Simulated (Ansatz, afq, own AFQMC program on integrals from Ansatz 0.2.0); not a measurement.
## Where AFQMC and coupled cluster stand for NaH$_{2}$⁻, singlet

| atom | x (Å) | y (Å) | z (Å) |
| --- | --- | --- | --- |
| Na | 0.0000 | 0.0000 | 1.6684 |
| H | 0.0000 | 0.0000 | -5.4026 |
| H | 0.0000 | 0.0000 | 3.7342 |

Basis aug-cc-pVDZ. Noble-gas cores (and the filled d shells of Ga–Kr and In–Xe) are frozen. Integrals, coupled cluster, full CI and functionals: Ansatz 0.2.0; the random walks run on the same integrals in our own AFQMC program. The CISD trial takes its coefficients from CCSD amplitudes. Released means that phaseless walkers are propagated on without the constraint, phases kept. ± is one standard error of the sampling.

Determinant: RHF, the one that the program's search chose, which needn't be the lowest solution. The geometry is a point of a scan.

Full CI on the same integrals is exact in this basis and with this determinant's frozen core.

Cautions: higher spins were not checked; restricted determinant unstable towards unrestricted (UHF 365 meV lower, ⟨S²⟩ 0.93); strong correlation (T1 0.047, weight of the determinant 0.89, largest double 0.14).

```
T1 diagnostic                               : 0.0466
weight of the determinant in the CISD state : 0.891
size of the correlated space                : 4 electrons in 40 orbitals
```

| level | correlation energy (eV) |
| --- | --- |
| MP2 | -1.3667 |
| CCSD | -1.9883 |
| CCSD(T) | -1.9894 |

Problem. Estimate where phaseless AFQMC with a CISD trial lies against CCSD(T) on the same integrals.

Solution. 0.1 ± 0.2 kJ/mol above CCSD(T). The gap is under twice the noise, so this walk alone can't tell the two apart.

Reference: full CI, correlation energy -1.990 eV. The released energy is read at 2.40 1/Eh (meV from the phaseless value at times in 1/Eh: -1.2 ± 1.6 at 0.24, -2.1 ± 1.5 at 0.51, -1.3 ± 1.1 at 0.99, -1.0 ± 1.0 at 1.62, -1.2 ± 1.3 at 2.40).

```csv
level,E − E(reference) (kJ/mol),share of correlation (%)
CCSD(T),0.1,99.96
CCSDT,0.0,100.00
CCSDT(Q),0.0,100.00
ph-AFQMC/HF,-5.3 ± 2.7,102.78
ph-AFQMC/CISD,0.2 ± 0.2,99.89
released AFQMC,0.1 ± 0.1,99.95
```

CCSDT and higher add their correlation energy to the determinant of the CCSD(T) run, since their own runs factorise the integrals more tightly (a shift of under 2 meV). A walk keeps the symmetry of its determinant, which the program's search chose and which needn't be the lowest solution, so a lower state of the same spin and another symmetry isn't excluded. Released energies are given only where the last usable release times agree within the noise; a slower fall can still hide under it.
